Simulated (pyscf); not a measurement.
PySCF, gas phase, ωB97X-D3(BJ)/def2-SVP geometries.

**Question.** For the elementary gas-phase step F–W(F)(=S)=S + H₂S → F–W(F)(=S)(SH)–SH (singlet surface; H–S broken, H–S, S–W formed), what barrier and reaction energy does ωB97M-D3(BJ)/def2-TZVP give, measured from the separated reactants?

**Answer.** ΔE‡ = 18.6 kcal/mol, ΔE = -3.8 kcal/mol. Zero-point energy shifts the barrier by -0.7 kcal/mol. It is an addition across a multiple bond or ene-type step, with an imaginary mode of 1096i cm⁻¹. On the reactant side the descent ends in an adduct with a S–W contact, 14.1 kcal/mol under the separated species and 24.9 kcal/mol under the saddle at ωB97X-D3(BJ)/def2-TZVP. What is counted as formed (S–W) is already present as a longer contact in the reactant adduct; forming that adduct is a step of its own. At ωB97X-D3(BJ) the barrier from the zero used here is 10.8 kcal/mol. One saddle was located; it need not be the lowest between these sides. Elements past Kr carry the def2 core potentials, without spin-orbit coupling.
